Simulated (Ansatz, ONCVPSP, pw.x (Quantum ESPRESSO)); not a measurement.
pw.x on fcc Al: one setting changed

Potential: optimised norm-conserving Vanderbilt (ONCV), ONCVPSP 4.0.1, PBE; core [Ne], reference 3s2 3p1; waves: 3s: rc 2.30 bohr, ncon 3, nbas 6, qcut 2.4 1/bohr, 2 projectors, debl 0.6 Ha; 3p: rc 2.50 bohr, ncon 4, nbas 7, qcut 3.2 1/bohr, 2 projectors, debl 3.2 Ha; d scattering state at 0.28 Ha: rc 2.60 bohr, ncon 4, nbas 8, qcut 4.3 1/bohr, 2 projectors, debl 0.5 Ha; local part: polynomial inside 1.60 bohr (lpopt 5, dvloc0 -1 Ha); core correction: none.

The reference run (k-mesh 14³, cutoffs 45/180 Ry, Fermi–Dirac 0.01 Ry, mixing_beta 0.4, conv_thr 1e-9, no spin) gives 0.41 GPa at 16.527 Å³/atom, where all-electron LAPW gives -0.17 GPa. This run, with its own iteration cap, changes k-mesh shift to 1.

```
&control
  calculation='scf', prefix='x', pseudo_dir='./', outdir='./tmp', tstress=.true., disk_io='none'
/
&system
  ibrav=0, nat=1, ntyp=1, ecutwfc=45, ecutrho=180, nbnd=8,
  occupations='smearing', smearing='fd', degauss=0.01
/
&electrons
  conv_thr=1e-09, mixing_beta=0.4, electron_maxstep=60
/
ATOMIC_SPECIES
Al 1.0 Al.UPF
CELL_PARAMETERS angstrom
  0.00000000 2.02172157 2.02172157
  2.02172157 0.00000000 2.02172157
  2.02172157 2.02172157 0.00000000
ATOMIC_POSITIONS crystal
Al 0.0000 0.0000 0.0000
K_POINTS automatic
14 14 14 1 1 1
```

```bash
pw.x < Al.scf.in > Al.scf.out
```

**Question.** How does the run end?

**Answer.** It converges in 7 iterations; the free energy moves by -4.5 meV/atom and the pressure by +0.11 GPa.

```
Message from routine setup:
     using ibrav=0 with symmetry is DISCOURAGED, use correct ibrav instead
     lattice parameter (alat)  =       5.4030  a.u.
     unit-cell volume          =     111.5297 (a.u.)^3
     number of electrons       =         3.00
     number of Kohn-Sham states=            8
     kinetic-energy cutoff     =      45.0000  Ry
     charge density cutoff     =     180.0000  Ry
     scf convergence threshold =      1.0E-09
     Exchange-correlation= PBE
     number of k points=   280  Fermi-Dirac smearing, width (Ry)=  0.0100
     iteration #  1     ecut=    45.00 Ry     beta= 0.40
     total energy              =      -4.15633395 Ry
     estimated scf accuracy    <       0.00636694 Ry
     iteration #  2     ecut=    45.00 Ry     beta= 0.40
     total energy              =      -4.15602730 Ry
     estimated scf accuracy    <       0.00213431 Ry
     iteration #  3     ecut=    45.00 Ry     beta= 0.40
     total energy              =      -4.15606088 Ry
     estimated scf accuracy    <       0.00000268 Ry
     iteration #  4     ecut=    45.00 Ry     beta= 0.40
     total energy              =      -4.15606601 Ry
     estimated scf accuracy    <       0.00000018 Ry
     iteration #  5     ecut=    45.00 Ry     beta= 0.40
     total energy              =      -4.15606643 Ry
     estimated scf accuracy    <       0.00000002 Ry
     iteration #  6     ecut=    45.00 Ry     beta= 0.40
     total energy              =      -4.15606651 Ry
     estimated scf accuracy    <          1.1E-09 Ry
     iteration #  7     ecut=    45.00 Ry     beta= 0.40
     the Fermi energy is     7.8953 ev
!    total energy              =      -4.15606653 Ry
     estimated scf accuracy    <          6.2E-10 Ry
     smearing contrib. (-TS)   =      -0.00191739 Ry
     The total energy is F=E-TS. E is the sum of the following terms:
     one-electron contribution =       2.83911950 Ry
     hartree contribution      =       0.00529526 Ry
     xc contribution           =      -1.59825525 Ry
     ewald contribution        =      -5.40030865 Ry
     convergence has been achieved in   7 iterations
          total   stress  (Ry/bohr**3)                   (kbar)     P=        5.14
     Message from routine punch:
     Nothing written, as per user request (disk_io='none')
```

The run took about 30 s on one core of a shared host (Intel(R) Xeon(R) Processor @ 2.60GHz, 24 threads, 31 GiB, load 4).
